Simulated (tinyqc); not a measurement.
Inside a calculation (part 1 of 2). Method: RKS/LDA (VWN5) in the sto-3g basis, for H2F+, spin multiplicity 1. Computed by tinyqc, a small Python program that keeps every step (integrals from PySCF). Settings: charge = 1, multiplicity = 1, basis = sto-3g, energy threshold = 1e-10, iteration cap = 80, orthogonalisation = symmetric, start = core, DIIS depth = 4, DIIS from iteration = 3, method = RKS, functional = lda,vwn, grid = [30, 26]. Command: `OMP_NUM_THREADS=1 python tinyqc.py 21076 21077 out.jsonl` (the two numbers bound the seeds that draw the settings). One thread of a shared host (Intel(R) Xeon(R) Processor @ 2.60GHz), about 0.8 s of CPU time with the checks. Later iterations appear only in the table of the cycle.

## One-electron integrals

Geometry (angstrom):
```
atom         x          y         z
F     0.000000   0.000000  0.000000
H     0.000000   1.031000  0.661000
H     0.000000  -1.031000  0.661000
```

Basis sto-3g: exponents (1/bohr^2) and contraction coefficients of normalised primitives:
```
element  l (shell)    exponent  coefficient
F            s (1)  166.679130     0.154329
F            s (1)   30.360812     0.535328
F            s (1)    8.216821     0.444635
F            s (2)    6.464803    -0.099967
F            s (2)    1.502281     0.399513
F            s (2)    0.488588     0.700115
F            p (3)    6.464803     0.155916
F            p (3)    1.502281     0.607684
F            p (3)    0.488588     0.391957
H            s (1)    3.425251     0.154329
H            s (1)    0.623914     0.535328
H            s (1)    0.168855     0.444635
```

Overlap, kinetic and nuclear-attraction integrals over the contracted functions; the nuclear repulsion is the sum of Za Zb / Rab.

nuclear repulsion = 8.03422381 hartree

overlap S:
```
           1F 1s     1F 2s    1F 2px     1F 2py    1F 2pz     2H 1s      3H 1s
1F 1s   1.000000  0.237990  0.000000   0.000000  0.000000  0.023760   0.023760
1F 2s   0.237990  1.000000  0.000000   0.000000  0.000000  0.271387   0.271387
1F 2px  0.000000  0.000000  1.000000   0.000000  0.000000  0.000000   0.000000
1F 2py  0.000000  0.000000  0.000000   1.000000  0.000000  0.199946  -0.199946
1F 2pz  0.000000  0.000000  0.000000   0.000000  1.000000  0.128190   0.128190
2H 1s   0.023760  0.271387  0.000000   0.199946  0.128190  1.000000   0.107590
3H 1s   0.023760  0.271387  0.000000  -0.199946  0.128190  0.107590   1.000000
```

kinetic energy T (hartree):
```
            1F 1s      1F 2s    1F 2px     1F 2py    1F 2pz      2H 1s      3H 1s
1F 1s   36.984577  -0.212858  0.000000   0.000000  0.000000  -0.007405  -0.007405
1F 2s   -0.212858   1.037995  0.000000   0.000000  0.000000   0.018412   0.018412
1F 2px   0.000000   0.000000  3.248015   0.000000  0.000000   0.000000   0.000000
1F 2py   0.000000   0.000000  0.000000   3.248015  0.000000   0.077620  -0.077620
1F 2pz   0.000000   0.000000  0.000000   0.000000  3.248015   0.049764   0.049764
2H 1s   -0.007405   0.018412  0.000000   0.077620  0.049764   0.760032  -0.010735
3H 1s   -0.007405   0.018412  0.000000  -0.077620  0.049764  -0.010735   0.760032
```

nuclear attraction V (hartree):
```
             1F 1s       1F 2s      1F 2px      1F 2py      1F 2pz      2H 1s      3H 1s
1F 1s   -77.873756   -9.382474    0.000000    0.000000   -0.009112  -0.958808  -0.958808
1F 2s    -9.382474  -12.404857    0.000000    0.000000   -0.113419  -2.415570  -2.415570
1F 2px    0.000000    0.000000  -12.275692    0.000000    0.000000   0.000000   0.000000
1F 2py    0.000000    0.000000    0.000000  -12.353315    0.000000  -1.515791   1.515791
1F 2pz   -0.009112   -0.113419    0.000000    0.000000  -12.307598  -0.994571  -0.994571
2H 1s    -0.958808   -2.415570    0.000000   -1.515791   -0.994571  -5.322843  -0.664431
3H 1s    -0.958808   -2.415570    0.000000    1.515791   -0.994571  -0.664431  -5.322843
```

core Hamiltonian H = T + V (hartree):
```
             1F 1s       1F 2s     1F 2px     1F 2py     1F 2pz      2H 1s      3H 1s
1F 1s   -40.889180   -9.595332   0.000000   0.000000  -0.009112  -0.966213  -0.966213
1F 2s    -9.595332  -11.366861   0.000000   0.000000  -0.113419  -2.397157  -2.397157
1F 2px    0.000000    0.000000  -9.027677   0.000000   0.000000   0.000000   0.000000
1F 2py    0.000000    0.000000   0.000000  -9.105300   0.000000  -1.438171   1.438171
1F 2pz   -0.009112   -0.113419   0.000000   0.000000  -9.059584  -0.944806  -0.944806
2H 1s    -0.966213   -2.397157   0.000000  -1.438171  -0.944806  -4.562812  -0.675166
3H 1s    -0.966213   -2.397157   0.000000   1.438171  -0.944806  -0.675166  -4.562812
```

## Two-electron integrals

Functions are numbered as in S; the eight-fold symmetry (ij|kl) = (ji|kl) = (kl|ij) leaves the list below.

Two-electron integrals (ij|kl) in chemists' order, unique and non-zero (hartree):
```
(11|11) 5.403501    (21|11) 0.841920    (21|21) 0.156299    (22|11) 1.268028
(22|21) 0.292344    (22|22) 0.926167    (31|31) 0.027998    (32|31) 0.043169
(32|32) 0.204588    (33|11) 1.264502    (33|21) 0.292403    (33|22) 0.925959
(33|33) 0.997514    (41|41) 0.027998    (42|41) 0.043169    (42|42) 0.204588
(43|43) 0.053770    (44|11) 1.264502    (44|21) 0.292403    (44|22) 0.925959
(44|33) 0.889973    (44|44) 0.997514    (51|51) 0.027998    (52|51) 0.043169
(52|52) 0.204588    (53|53) 0.053770    (54|54) 0.053770    (55|11) 1.264502
(55|21) 0.292403    (55|22) 0.925959    (55|33) 0.889973    (55|44) 0.889973
(55|55) 0.997514    (61|11) 0.085044    (61|21) 0.015668    (61|22) 0.029164
(61|33) 0.029120    (61|41) 0.000524    (61|42) 0.000990    (61|44) 0.029217
(61|51) 0.000336    (61|52) 0.000635    (61|54) 0.000062    (61|55) 0.029160
(61|61) 0.001586    (62|11) 0.235532    (62|21) 0.055118    (62|22) 0.197302
(62|33) 0.194328    (62|41) 0.003141    (62|42) 0.025511    (62|44) 0.200512
(62|51) 0.002014    (62|52) 0.016356    (62|54) 0.003965    (62|55) 0.196870
(62|61) 0.005612    (62|62) 0.053660    (63|31) 0.005522    (63|32) 0.033669
(63|43) 0.005238    (63|53) 0.003358    (63|63) 0.007632    (64|11) 0.142015
(64|21) 0.033638    (64|22) 0.128959    (64|33) 0.123622    (64|41) 0.007186
(64|42) 0.049295    (64|44) 0.137916    (64|51) 0.001067    (64|52) 0.010018
(64|54) 0.005807    (64|55) 0.125191    (64|61) 0.003553    (64|62) 0.043149
(64|64) 0.042125    (65|11) 0.091049    (65|21) 0.021566    (65|22) 0.082679
(65|33) 0.079257    (65|41) 0.001067    (65|42) 0.010018    (65|44) 0.081705
(65|51) 0.006206    (65|52) 0.040092    (65|54) 0.006808    (65|55) 0.086980
(65|61) 0.002278    (65|62) 0.027664    (65|64) 0.022114    (65|65) 0.021810
(66|11) 0.426469    (66|21) 0.101397    (66|22) 0.419726    (66|33) 0.406851
(66|41) 0.006528    (66|42) 0.075998    (66|44) 0.433961    (66|51) 0.004186
(66|52) 0.048724    (66|54) 0.017381    (66|55) 0.417994    (66|61) 0.010363
(66|62) 0.153320    (66|64) 0.143981    (66|65) 0.092310    (66|66) 0.774606
(71|11) 0.085044    (71|21) 0.015668    (71|22) 0.029164    (71|33) 0.029120
(71|41) -0.000524   (71|42) -0.000990   (71|44) 0.029217    (71|51) 0.000336
(71|52) 0.000635    (71|54) -0.000062   (71|55) 0.029160    (71|61) 0.001565
(71|62) 0.005455    (71|64) 0.003204    (71|65) 0.002216    (71|66) 0.010025
(71|71) 0.001586    (72|11) 0.235532    (72|21) 0.055118    (72|22) 0.197302
(72|33) 0.194328    (72|41) -0.003141   (72|42) -0.025511   (72|44) 0.200512
(72|51) 0.002014    (72|52) 0.016356    (72|54) -0.003965   (72|55) 0.196870
(72|61) 0.005455    (72|62) 0.042497    (72|64) 0.023812    (72|65) 0.021187
(72|66) 0.096823    (72|71) 0.005612    (72|72) 0.053660    (73|31) 0.005522
(73|32) 0.033669    (73|43) -0.005238   (73|53) 0.003358    (73|63) 0.005800
(73|73) 0.007632    (74|11) -0.142015   (74|21) -0.033638   (74|22) -0.128959
(74|33) -0.123622   (74|41) 0.007186    (74|42) 0.049295    (74|44) -0.137916
(74|51) -0.001067   (74|52) -0.010018   (74|54) 0.005807    (74|55) -0.125191
(74|61) -0.003204   (74|62) -0.023812   (74|64) -0.007880   (74|65) -0.011685
(74|66) -0.051325   (74|71) -0.003553   (74|72) -0.043149   (74|74) 0.042125
(75|11) 0.091049    (75|21) 0.021566    (75|22) 0.082679    (75|33) 0.079257
(75|41) -0.001067   (75|42) -0.010018   (75|44) 0.081705    (75|51) 0.006206
(75|52) 0.040092    (75|54) -0.006808   (75|55) 0.086980    (75|61) 0.002216
(75|62) 0.021187    (75|64) 0.011685    (75|65) 0.016246    (75|66) 0.052917
(75|71) 0.002278    (75|72) 0.027664    (75|74) -0.022114   (75|75) 0.021810
(76|11) 0.060835    (76|21) 0.014387    (76|22) 0.056648    (76|33) 0.055602
(76|44) 0.056693    (76|51) 0.000820    (76|52) 0.008257    (76|55) 0.057590
(76|61) 0.001449    (76|62) 0.015546    (76|64) 0.011070    (76|65) 0.009214
(76|66) 0.049595    (76|71) 0.001449    (76|72) 0.015546    (76|74) -0.011070
(76|75) 0.009214    (76|76) 0.005910    (77|11) 0.426469    (77|21) 0.101397
(77|22) 0.419726    (77|33) 0.406851    (77|41) -0.006528   (77|42) -0.075998
(77|44) 0.433961    (77|51) 0.004186    (77|52) 0.048724    (77|54) -0.017381
(77|55) 0.417994    (77|61) 0.010025    (77|62) 0.096823    (77|64) 0.051325
(77|65) 0.052917    (77|66) 0.255946    (77|71) 0.010363    (77|72) 0.153320
(77|74) -0.143981   (77|75) 0.092310    (77|76) 0.049595    (77|77) 0.774606
```

## Orthogonalisation

S = U s U^T; symmetric (Loewdin) form X = U s^(-1/2) U^T, so that X^T S X = 1.

eigenvalues of S: 0.573710  0.658368  0.907812  1.000000  1.088039  1.234043  1.538028

X:
```
            1F 1s      1F 2s    1F 2px     1F 2py     1F 2pz      2H 1s      3H 1s
1F 1s    1.023085  -0.130410  0.000000   0.000000  -0.003212   0.013690   0.013690
1F 2s   -0.130410   1.082966  0.000000   0.000000   0.028004  -0.143531  -0.143531
1F 2px   0.000000   0.000000  1.000000   0.000000   0.000000   0.000000   0.000000
1F 2py   0.000000   0.000000  0.000000   1.035268   0.000000  -0.115398   0.115398
1F 2pz  -0.003212   0.028004  0.000000   0.000000   1.012899  -0.066389  -0.066389
2H 1s    0.013690  -0.143531  0.000000  -0.115398  -0.066389   1.056616  -0.040747
3H 1s    0.013690  -0.143531  0.000000   0.115398  -0.066389  -0.040747   1.056616
```

## Starting guess

The start is the orbitals of the core Hamiltonian; D = 2 C_occ C_occ^T.

D at the start:
```
            1F 1s      1F 2s    1F 2px     1F 2py     1F 2pz      2H 1s      3H 1s
1F 1s    2.125790  -0.536931  0.000000   0.000000  -0.016105   0.043197   0.043197
1F 2s   -0.536931   2.289975  0.000000   0.000000   0.088993  -0.180172  -0.180172
1F 2px   0.000000   0.000000  2.000000   0.000000   0.000000   0.000000   0.000000
1F 2py   0.000000   0.000000  0.000000   2.124489   0.000000  -0.196012   0.196012
1F 2pz  -0.016105   0.088993  0.000000   0.000000   2.045027  -0.110882  -0.110882
2H 1s    0.043197  -0.180172  0.000000  -0.196012  -0.110882   0.037547   0.001377
3H 1s    0.043197  -0.180172  0.000000   0.196012  -0.110882   0.001377   0.037547
```

## Iteration 1: exchange-correlation on the grid

Becke grid with 30 radial and 26 angular points per atom, points of zero weight dropped. rho = sum D_ij phi_i phi_j; V_xc,ij = sum w v_xc phi_i phi_j; v_xc is d(rho eps)/d rho.

The 8 grid points with the largest w rho, of 2340 (bohr, atomic units):
```
x                  y          z         w       rho     eps_xc       v_xc
0.000000    0.000000   0.996599  0.117333  0.602567  -0.691222  -0.907323
0.996599    0.000000   0.000000  0.118951  0.590909  -0.687014  -0.901757
-0.996599   0.000000   0.000000  0.118951  0.590909  -0.687014  -0.901757
0.000000    0.000000  -0.996599  0.118983  0.585333  -0.684981  -0.899069
0.000000    0.000000   0.810183  0.067715  1.011500  -0.813067  -1.068543
0.000000   -0.810183   0.000000  0.066631  1.003322  -0.810996  -1.065802
0.000000    0.810183   0.000000  0.066631  1.003322  -0.810996  -1.065802
0.810183    0.000000   0.000000  0.067972  0.982363  -0.805635  -1.058705
```

electrons on the grid, sum of w rho = 9.999225

E_xc = sum of w rho eps_xc = -10.83824094 hartree

V_xc (hartree):
```
            1F 1s      1F 2s     1F 2px     1F 2py     1F 2pz      2H 1s      3H 1s
1F 1s   -3.310522  -0.487005   0.000000   0.000000  -0.000466  -0.049453  -0.049453
1F 2s   -0.487005  -0.947032   0.000000   0.000000  -0.000569  -0.169570  -0.169570
1F 2px   0.000000   0.000000  -0.941099   0.000000   0.000000   0.000000   0.000000
1F 2py   0.000000   0.000000   0.000000  -0.942901   0.000000  -0.097448   0.097448
1F 2pz  -0.000466  -0.000569   0.000000   0.000000  -0.940845  -0.062541  -0.062541
2H 1s   -0.049453  -0.169570   0.000000  -0.097448  -0.062541  -0.182802  -0.035515
3H 1s   -0.049453  -0.169570   0.000000   0.097448  -0.062541  -0.035515  -0.182802
```

## Iteration 1: building the Kohn-Sham matrix

J_ij = sum D_kl (ij|kl); F = H + J + V_xc; E = tr D H + tr D J / 2 + E_xc + E_nn.

Coulomb J (hartree):
```
            1F 1s     1F 2s    1F 2px     1F 2py    1F 2pz     2H 1s      3H 1s
1F 1s   21.013139  4.030047  0.000000   0.000000  0.002116  0.404199   0.404199
1F 2s    4.030047  9.971984  0.000000   0.000000  0.001390  2.052069   2.052069
1F 2px   0.000000  0.000000  9.963882   0.000000  0.000000  0.000000   0.000000
1F 2py   0.000000  0.000000  0.000000   9.962575  0.000000  1.315817  -1.315817
1F 2pz   0.002116  0.001390  0.000000   0.000000  9.963085  0.843206   0.843206
2H 1s    0.404199  2.052069  0.000000   1.315817  0.843206  4.199538   0.574482
3H 1s    0.404199  2.052069  0.000000  -1.315817  0.843206  0.574482   4.199538
```

Kohn-Sham matrix F (hartree):
```
             1F 1s      1F 2s     1F 2px     1F 2py     1F 2pz      2H 1s      3H 1s
1F 1s   -23.186562  -6.052290   0.000000   0.000000  -0.007462  -0.611467  -0.611467
1F 2s    -6.052290  -2.341910   0.000000   0.000000  -0.112598  -0.514659  -0.514659
1F 2px    0.000000   0.000000  -0.004895   0.000000   0.000000   0.000000   0.000000
1F 2py    0.000000   0.000000   0.000000  -0.085626   0.000000  -0.219801   0.219801
1F 2pz   -0.007462  -0.112598   0.000000   0.000000  -0.037344  -0.164141  -0.164141
2H 1s    -0.611467  -0.514659   0.000000  -0.219801  -0.164141  -0.546075  -0.136198
3H 1s    -0.611467  -0.514659   0.000000   0.219801  -0.164141  -0.136198  -0.546075
```

total energy of this density = -97.56139032 hartree

## Iteration 1: diagonalisation and new density

Diagonalise F' = X^T F X, C = X C', fill 5 alpha and 5 beta electrons from the bottom; D = 2 C_occ C_occ^T. Each column has its largest component positive (the first on a tie).

F' = X^T F X (hartree):
```
            1          2          3          4          5          6          7
1  -22.725120  -3.234127   0.000000   0.000000  -0.013480  -0.043743  -0.043743
2   -3.234127  -1.189498   0.000000   0.000000  -0.058928  -0.201358  -0.201358
3    0.000000   0.000000  -0.004895   0.000000   0.000000   0.000000   0.000000
4    0.000000   0.000000   0.000000   0.002348   0.000000  -0.193429   0.193429
5   -0.013480  -0.058928   0.000000   0.000000  -0.004197  -0.121365  -0.121365
6   -0.043743  -0.201358   0.000000  -0.193429  -0.121365  -0.420197  -0.035677
7   -0.043743  -0.201358   0.000000   0.193429  -0.121365  -0.035677  -0.420197
```

orbital energies (hartree): MO1 -23.200807, MO2 -0.908717, MO3 -0.526117, MO4 -0.320582, MO5 -0.004895, MO6 0.055417, MO7 0.143945

coefficients C:
```
              MO1        MO2        MO3        MO4       MO5        MO6        MO7
1F 1s    0.993316  -0.220049   0.000000  -0.168617  0.000000  -0.023740   0.000000
1F 2s    0.027581   0.785627   0.000000   0.768256  0.000000   0.153689   0.000000
1F 2px   0.000000   0.000000   0.000000   0.000000  1.000000   0.000000   0.000000
1F 2py   0.000000   0.000000   0.330976   0.000000  0.000000   0.000000   0.994419
1F 2pz   0.001461   0.128958   0.000000  -0.226943  0.000000   0.983584   0.000000
2H 1s   -0.004148   0.268117   0.636058  -0.607598  0.000000  -0.316405  -0.459184
3H 1s   -0.004148   0.268117  -0.636058  -0.607598  0.000000  -0.316405   0.459184
```

D after iteration 1:
```
            1F 1s      1F 2s    1F 2px     1F 2py     1F 2pz      2H 1s      3H 1s
1F 1s    2.127062  -0.550041  0.000000   0.000000   0.022681   0.078664   0.078664
1F 2s   -0.550041   2.416376  0.000000   0.000000  -0.145994  -0.512530  -0.512530
1F 2px   0.000000   0.000000  2.000000   0.000000   0.000000   0.000000   0.000000
1F 2py   0.000000   0.000000  0.000000   0.219091   0.000000   0.421040  -0.421040
1F 2pz   0.022681  -0.145994  0.000000   0.000000   0.136271   0.344920   0.344920
2H 1s    0.078664  -0.512530  0.000000   0.421040   0.344920   1.691297   0.073019
3H 1s    0.078664  -0.512530  0.000000  -0.421040   0.344920   0.073019   1.691297
```

## Iteration 2: exchange-correlation on the grid

As before.

The 8 grid points with the largest w rho, of 2340 (bohr, atomic units):
```
x                 y         z         w       rho     eps_xc       v_xc
0.996599   0.000000  0.000000  0.118951  0.591855  -0.687357  -0.902212
-0.996599  0.000000  0.000000  0.118951  0.591855  -0.687357  -0.902212
0.810183   0.000000  0.000000  0.067972  0.985488  -0.806439  -1.059770
-0.810183  0.000000  0.000000  0.067972  0.985488  -0.806439  -1.059770
1.211479   0.000000  0.000000  0.201879  0.289093  -0.549869  -0.720529
-1.211479  0.000000  0.000000  0.201879  0.289093  -0.549869  -0.720529
0.649655   0.000000  0.000000  0.037473  1.408350  -0.902327  -1.186742
-0.649655  0.000000  0.000000  0.037473  1.408350  -0.902327  -1.186742
```

electrons on the grid, sum of w rho = 9.998782

E_xc = sum of w rho eps_xc = -9.17571024 hartree

V_xc (hartree):
```
            1F 1s      1F 2s     1F 2px     1F 2py     1F 2pz      2H 1s      3H 1s
1F 1s   -3.268905  -0.455980   0.000000   0.000000   0.001259  -0.046344  -0.046344
1F 2s   -0.455980  -0.809344   0.000000   0.000000  -0.004512  -0.169549  -0.169549
1F 2px   0.000000   0.000000  -0.862834   0.000000   0.000000   0.000000   0.000000
1F 2py   0.000000   0.000000   0.000000  -0.785062   0.000000  -0.114686   0.114686
1F 2pz   0.001259  -0.004512   0.000000   0.000000  -0.762768  -0.074990  -0.074990
2H 1s   -0.046344  -0.169549   0.000000  -0.114686  -0.074990  -0.506691  -0.049021
3H 1s   -0.046344  -0.169549   0.000000   0.114686  -0.074990  -0.049021  -0.506691
```

## Iteration 2: building the Kohn-Sham matrix

As before.

Coulomb J (hartree):
```
            1F 1s     1F 2s    1F 2px     1F 2py    1F 2pz     2H 1s      3H 1s
1F 1s   17.969935  3.337424  0.000000   0.000000  0.009280  0.335208   0.335208
1F 2s    3.337424  8.158486  0.000000   0.000000  0.147097  1.790440   1.790440
1F 2px   0.000000  0.000000  8.229409   0.000000  0.000000  0.000000   0.000000
1F 2py   0.000000  0.000000  0.000000   8.144555  0.000000  1.198112  -1.198112
1F 2pz   0.009280  0.147097  0.000000   0.000000  8.075066  0.798883   0.798883
2H 1s    0.335208  1.790440  0.000000   1.198112  0.798883  4.523155   0.548121
3H 1s    0.335208  1.790440  0.000000  -1.198112  0.798883  0.548121   4.523155
```

Kohn-Sham matrix F (hartree):
```
             1F 1s      1F 2s     1F 2px     1F 2py     1F 2pz      2H 1s      3H 1s
1F 1s   -26.188150  -6.713887   0.000000   0.000000   0.001427  -0.677349  -0.677349
1F 2s    -6.713887  -4.017720   0.000000   0.000000   0.029166  -0.776267  -0.776267
1F 2px    0.000000   0.000000  -1.661103   0.000000   0.000000   0.000000   0.000000
1F 2py    0.000000   0.000000   0.000000  -1.745807   0.000000  -0.354745   0.354745
1F 2pz    0.001427   0.029166   0.000000   0.000000  -1.747286  -0.220913  -0.220913
2H 1s    -0.677349  -0.776267   0.000000  -0.354745  -0.220913  -0.546347  -0.176065
3H 1s    -0.677349  -0.776267   0.000000   0.354745  -0.220913  -0.176065  -0.546347
```

total energy of this density = -96.67544699 hartree
